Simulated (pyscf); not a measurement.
Structures and frequencies: ωB97X-D3(BJ)/def2-SVP in PySCF.

For `[F][TiH]([Cl])[Cl]` + `[ClH]` → `[F][Ti]([Cl])([Cl])[Cl]` + `[H][H]`, a four-centre exchange (singlet surface; H–Ti, Cl–H broken, Cl–Ti, H–H formed), PBE/def2-TZVP gives ΔE‡ = -0.09 eV and ΔE = -1.75 eV (zero: the separated reactants). In which direction and how far do PBE0-D3(BJ)/def2-TZVP, M06-2X/def2-TZVP, ωB97M-D3(BJ)/def2-TZVP move these?

PBE0-D3(BJ): ΔE‡ = 0.01 eV, ΔE = -1.67 eV; M06-2X: ΔE‡ = 0.23 eV, ΔE = -1.63 eV; ωB97M-D3(BJ): ΔE‡ = 0.29 eV, ΔE = -1.50 eV. PBE's barrier lies under all of them, by 0.10 to 0.38 eV. Its reaction energy lies under all of them, by 0.08 to 0.25 eV. At PBE this geometry lies under the reactants; that is no barrier but a single point on another level's saddle; such a level's own saddle, if it has one, lies nearer that side and is low. This is the saddle that the search found; another between the same sides may lie lower.
